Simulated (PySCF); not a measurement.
# Basis set benchmark on one molecule

Molecule: `S(C=C)C#N`, C₃H₃NS.

Molfile (atoms numbered from 1):
```
C3H3NS
     RDKit          3D

  8  7  0  0  0  0  0  0  0  0999 V2000
   -1.5758    0.5239   -0.0852 C   0  0  0  0  0  0  0  0  0  0  0  0
   -0.3779   -0.0046    0.1577 C   0  0  0  0  0  0  0  0  0  0  0  0
    1.0744    0.5541   -0.6918 S   0  0  0  0  0  0  0  0  0  0  0  0
    2.2193   -0.5208   -0.0758 C   0  0  0  0  0  0  0  0  0  0  0  0
    3.0498   -1.2339    0.3151 N   0  0  0  0  0  0  0  0  0  0  0  0
   -1.7333    1.3150   -0.8237 H   0  0  0  0  0  0  0  0  0  0  0  0
   -2.4470    0.1647    0.4666 H   0  0  0  0  0  0  0  0  0  0  0  0
   -0.2099   -0.7971    0.8917 H   0  0  0  0  0  0  0  0  0  0  0  0
  1  2  2  0
  2  3  1  0
  3  4  1  0
  4  5  3  0
  1  6  1  0
  1  7  1  0
  2  8  1  0
M  END
```

Geometry PBE0-D3(BJ)/def2-SVP throughout; GIAO in PySCF 2.14.0 with density-fitted response routines, gas phase, one conformer, non-relativistic; equivalent atoms averaged; functional PBE0.

Reference values (measured; solution, not stated per compound (mostly CDCl3 or CCl4); Pretsch, Buehlmann, Badertscher, Structure Determination of Organic Compounds, 4th ed. (2009)): δ(H8) = 6.19 ppm, δ(H7) = 5.70 ppm, δ(H6) = 5.66 ppm. Computed shifts are taken against TMS, calculated as an isolated molecule at each level.

How do the basis sets STO-3G, 6-31G, pcSseg-0, 6-31G*, def2-SVP, cc-pVDZ, pcSseg-1, aug-cc-pVDZ, 6-311+G(2d,p), def2-TZVP, cc-pVTZ, IGLO-III, pcSseg-2 perform against the reference? Times are CPU seconds on shared hosts with different chips, so compare them loosely.

Answers


| basis set | functions | H8 | H7 | H6 | mean abs. error H | core-s |
| --- | --- | --- | --- | --- | --- | --- |
| STO-3G | 32 | 6.13 | 5.42 | 5.18 | 0.27 | 1.6 |
| 6-31G | 55 | 6.56 | 6.07 | 5.88 | 0.32 | 3.3 |
| pcSseg-0 | 55 | 6.02 | 6.21 | 5.84 | 0.29 | 3.3 |
| 6-31G* | 80 | 6.14 | 5.54 | 5.34 | 0.18 | 4.3 |
| def2-SVP | 89 | 6.01 | 5.56 | 5.28 | 0.23 | 4.4 |
| cc-pVDZ | 89 | 6.13 | 5.57 | 5.40 | 0.15 | 5.4 |
| pcSseg-1 | 107 | 6.20 | 5.81 | 5.60 | 0.06 | 5.8 |
| aug-cc-pVDZ | 146 | 6.75 | 5.71 | 5.60 | 0.21 | 10 |
| 6-311+G(2d,p) | 161 | 6.67 | 5.56 | 5.52 | 0.25 | 9.6 |
| def2-TZVP | 179 | 6.64 | 5.63 | 5.50 | 0.23 | 12 |
| cc-pVTZ | 196 | 6.59 | 5.63 | 5.49 | 0.21 | 15 |
| IGLO-III | 214 | 6.64 | 5.61 | 5.51 | 0.23 | 16 |
| pcSseg-2 | 229 | 6.63 | 5.67 | 5.58 | 0.18 | 16 |

For 1H the closest is pcSseg-1 (0.06 ppm) and the furthest 6-31G (0.32 ppm). Where a smaller basis beats a larger one, errors probably cancel; the largest sets show where the functional converges. One molecule is a small sample, and vibrational and solvent effects are absent from the calculation.

A small basis that lands close on one nucleus may do so by chance; judge by the trend and by all nuclei.
